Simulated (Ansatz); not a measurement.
C₃H₇FN₂, SMILES `N=C(CN)CF` at its PBE0-D4/def2-TZVP geometry, where that method's forces vanish. Charge 0, multiplicity 1.

```xyz
13

N    -0.4751    0.0957   -1.6678
C    -0.0971    0.4000   -0.5033
C     0.0132   -0.5719    0.6508
N    -0.2362   -1.9311    0.2169
C     0.2130    1.8409   -0.2132
F     1.2295    1.9648    0.7192
H    -0.7200   -0.8999   -1.6738
H     0.9847   -0.4223    1.1372
H    -0.7357   -0.2848    1.3978
H    -0.6264   -2.4909    0.9604
H     0.6149   -2.3811   -0.0919
H     0.5091    2.3462   -1.1333
H    -0.6741    2.3343    0.2009
```

**Question.** What forces (eV/Å) does PBE-D4/def2-TZVPP give on these atoms in the Gaussian-basis code of Ansatz? (An estimate is asked.)

**Answer.** Computed: 
```
N1  -0.174  0.142 -0.835
C2   0.145  0.175  0.481
C3   0.041  0.052  0.065
N4  -0.237 -0.019 -0.249
C5  -0.230 -0.060 -0.219
F6   0.518  0.101  0.476
H7  -0.098 -0.381 -0.017
H8   0.209  0.053  0.130
H9  -0.143  0.058  0.174
H10 -0.124 -0.209  0.245
H11  0.279 -0.167 -0.099
H12  0.041  0.128 -0.228
H13 -0.227  0.127  0.076
```
